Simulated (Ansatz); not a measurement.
Ideal-gas functions of `CCCl` at 298.15 K and 1 bar, from an Ansatz frequency run at PBE0-D4/def2-TZVP.

Molar mass 64.52 g/mol, point group Cs (symmetry number 1), electronic degeneracy 1, moments of inertia 15.877, 92.099, 101.661 u Å². Harmonic wavenumbers (cm⁻¹, unscaled): 262, 333, 692, 787, 994, 1077, 1098, 1275, 1315, 1406, 1476, 1486, 1493, 3054, 3096, 3130, 3136, 3162.

Use S(trans) = R[1.5 ln M + 2.5 ln T − 1.1517]; rotational temperatures θ = 24.2544 K / I; S(rot) = R[ln(√π/σ · √(T³/θAθBθC)) + 1.5]; for each mode x = 1.438777 ν̃/T, S = R[x/(eˣ − 1) − ln(1 − e⁻ˣ)] and H = RT x/(eˣ − 1); 1 cm⁻¹ = 0.0119627 kJ/mol; R = 8.31446 J/(mol·K).

Task: By hand: the entropy, in J/(mol·K).

Result: Translation 160.8. Rotation: θ = 1.5276, 0.2634, 0.2386 K, giving 98.0. Vibration, mode by mode: 6.90, 5.21, 1.32, 0.91, 0.40, 0.29, 0.26, 0.13, 0.11, 0.07, 0.05, 0.05, 0.05, 0.00, 0.00, 0.00, 0.00, 0.00, in all 15.8. Electronic 0.0. Sum 274.6 J/(mol·K).

Task: By hand: H − E and G − E in kJ/mol, counted from the electronic energy.

Result: Zero-point energy ½ × 29272 × 0.0119627 = 175.1; thermal vibration 3.1; translation, rotation and pV give 4 RT = 9.9. H − E = 188.1 kJ/mol, and G − E = 188.1 − 298.15 × 274.6/1000 = 106.2 kJ/mol.

Vibration gives 6 % of the entropy.
